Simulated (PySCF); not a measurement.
## Constants of SiN⁺, step by step

State: ³Σ⁻, triplet, unpaired electrons π ↑↑. De refers to Si⁺ + N. ROHF-based CCSD(T) in PySCF 2.14 with Si cc-pV(T+d)Z, N cc-pVTZ and Si cc-pV(Q+d)Z, N cc-pVQZ (frozen core orbitals: 6; no relativity). Correlation energies are extrapolated as n⁻³ (n = 3, 4), Hartree–Fock as (n+1)·exp(−9√n). CV is the change on freezing 1 orbitals instead, in Si cc-pwCVTZ, N cc-pwCVTZ. SR is the spin-free X2C energy in Si cc-pVTZ-DK, N cc-pVTZ-DK less the non-relativistic one in Si cc-pVTZ, N cc-pVTZ.

```json
{"Level": "CCSD(T)/TZ", "Re (Å)": "1.7899", "ωe (cm⁻¹)": "782.1", "ωexe (cm⁻¹)": "5.59", "αe (cm⁻¹)": "0.00532", "De (eV)": "2.341"}
{"Level": "CCSD(T)/QZ", "Re (Å)": "1.7843", "ωe (cm⁻¹)": "789.2", "ωexe (cm⁻¹)": "5.54", "αe (cm⁻¹)": "0.00531", "De (eV)": "2.471"}
{"Level": "HF/CBS", "Re (Å)": "1.7496", "ωe (cm⁻¹)": "866.8", "ωexe (cm⁻¹)": "5.25", "αe (cm⁻¹)": "0.00499", "De (eV)": "1.015"}
{"Level": "MP2/CBS", "Re (Å)": "1.7717", "ωe (cm⁻¹)": "827.2", "ωexe (cm⁻¹)": "4.59", "αe (cm⁻¹)": "0.00475", "De (eV)": "2.483"}
{"Level": "CCSD/CBS", "Re (Å)": "1.7735", "ωe (cm⁻¹)": "813.8", "ωexe (cm⁻¹)": "5.46", "αe (cm⁻¹)": "0.00517", "De (eV)": "2.414"}
{"Level": "CCSD(T)/CBS", "Re (Å)": "1.7816", "ωe (cm⁻¹)": "794.5", "ωexe (cm⁻¹)": "5.49", "αe (cm⁻¹)": "0.00528", "De (eV)": "2.553"}
{"Level": "CCSD(T)/CBS+CV", "Re (Å)": "1.7779", "ωe (cm⁻¹)": "796.0", "ωexe (cm⁻¹)": "5.50", "αe (cm⁻¹)": "0.00531", "De (eV)": "2.554"}
{"Level": "CCSD(T)/CBS+CV+SR", "Re (Å)": "1.7781", "ωe (cm⁻¹)": "794.5", "ωexe (cm⁻¹)": "5.50", "αe (cm⁻¹)": "0.00531", "De (eV)": "2.548"}
```

How much is left between CCSD(T)/QZ and the basis-set limit, and how much do the triples give at the limit?

CCSD(T)/CBS less CCSD(T)/QZ: -2.7 mÅ in Re, +5.3 cm⁻¹ in ωe and +0.082 eV in De. CCSD(T)/CBS less CCSD/CBS: +8.1 mÅ in Re, -19.3 cm⁻¹ in ωe and +0.139 eV in De.

What do the later terms add?

CV: -3.7 mÅ in Re, +1.5 cm⁻¹ in ωe and +0.001 eV in De; SR: +0.2 mÅ in Re, -1.5 cm⁻¹ in ωe and -0.006 eV in De, each against the row above.

The T1 diagnostic is 0.025. The state was picked by a PBE0 search and need not be the measured ground state. Spin–orbit coupling, excitations beyond (T) and corrections to the Born–Oppenheimer picture are left out.

The whole job (state search and all basis sets along the bond) took about 19 min on 4 threads of AMD EPYC 7R43 64-Core (shared host), peak memory 9.3 GiB.
